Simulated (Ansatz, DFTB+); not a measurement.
Elastic constant C11 (GPa) of solids drawn from the class of elemental solids other than molecular ones, at two levels: GFN1-xTB as cut by DFTB+ (DFTB+), and r²SCAN in Ansatz (plane waves, PAW).

| solid | GFN1-xTB as cut by DFTB+ | r²SCAN | shift (%) |
|---|---|---|---|
| hcp Re | 190 | 643 | +238 |
| fcc Cu | 87.4 | 202 | +131 |
| hcp Tc | 206 | 514 | +150 |
| hcp Os | 659 | 784 | +19.0 |
| hcp Be | 82.2 | 338 | +311 |
| fcc Ir | 332 | 633 | +91 |
| fcc Rh | 308 | 447 | +45 |
| hcp Ru | 397 | 609 | +53 |
| hcp Zr | 48.0 | 153 | +219 |

The shifts run from +19.0 % to +311 %, with a median of +131 %.

Over all 9 rows r²SCAN is the larger in 9.

Ansatz's runs of these crystals have no spin polarisation. A magnetic state wasn't tried for fcc Rh with meta-GGA or hybrid levels, which favour moments.

Spin–orbit coupling is left out, also for the solids with elements from indium on (hcp Re, hcp Os, fcc Ir); its size isn't shown.

Each level is taken at its own relaxed cell. Caveats: codes differ in how they cut the long-range tail of xTB's charge interaction in a crystal, so the value belongs to this code (GFN1-xTB as cut by DFTB+: hcp Re, fcc Cu, hcp Tc, hcp Os, hcp Be, fcc Ir and 3 more); the method was fitted mainly to molecules (GFN1-xTB as cut by DFTB+: hcp Re, fcc Cu, hcp Tc, hcp Os, hcp Be, fcc Ir and 3 more); the relaxed volume lies over a fifth from the starting cell (GFN1-xTB as cut by DFTB+: hcp Be, hcp Zr). Ansatz's density-functional and Hartree–Fock values are scalar-relativistic unless marked +SOC, with PAW data made under PBE.

Ansatz is a quantum-chemistry and plane-wave program.
